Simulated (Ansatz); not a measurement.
Mulliken charges of BH$_{2}$OS, SMILES `O[B]S` radical from ωB97M-V/def2-TZVPP in Ansatz (PBE0-D4/def2-TZVP geometry).

```csv
atom,x (Å),y (Å),z (Å),charge (e)
O1,-1.039,-0.367,-0.190,-0.209
B2,0.024,-0.324,0.627,0.034
S3,1.554,0.534,0.313,-0.149
H4,-1.775,-0.882,0.151,0.220
H5,1.237,1.039,-0.901,0.104
```

Problem. By hand: the dipole of these point charges (1 e Å = 4.8032 D).

Solution. Σ q r = (-0.275, -0.100, -0.046) e Å, of length 0.296 e Å = 1.42 D.

Problem. How does the dipole of the full density compare? (Best estimate.)

Solution. Computed: (-0.326, -0.089, -0.109) e Å, 1.71 D; the point charges give 0.83 times that, at 10° from its direction.

Point charges leave out the atoms' own dipoles, such as those of lone pairs, and Mulliken's split depends on the basis, so the two needn't agree.
